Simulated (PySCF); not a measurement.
Rows and methods have been separated. Pair them.

CH2BOH, CH3BO.
Bonds: C1–B2 (double), B2–O3. Hydrogens: H4, H5 on C1; H6 on O3.

The closed-shell ground state was solved 3 times with PySCF (density fitting, gas phase), always in the aug-cc-pVTZ basis (207 functions), with these functionals: CAM-B3LYP, PBE0 and wB97X-D. Isolated species at its PBE0-D3(BJ)/def2-TZVP geometry, gas phase.

```tsv
row	total energy (Eh)	HOMO (eV)	LUMO (eV)	dipole (D)
P	-139.9664	-7.49	-0.19	2.39
Q	-139.8612	-6.15	-0.63	2.36
R	-139.9824	-8.00	0.52	2.40
```

**Question.** Which functional belongs to which row?

**Answer.** P = CAM-B3LYP, Q = PBE0, R = wB97X-D. By rising HOMO–LUMO gap: PBE0 (global hybrid, 25 % exact exchange) 5.52 eV; CAM-B3LYP (range-separated hybrid) 7.30 eV; wB97X-D (range-separated hybrid) 8.52 eV. Total energies of different functionals aren't bounds to one another; each is stationary for its own functional.

Note: wB97X-D ran without an empirical dispersion term, which enters the total energy and its gradient alone.
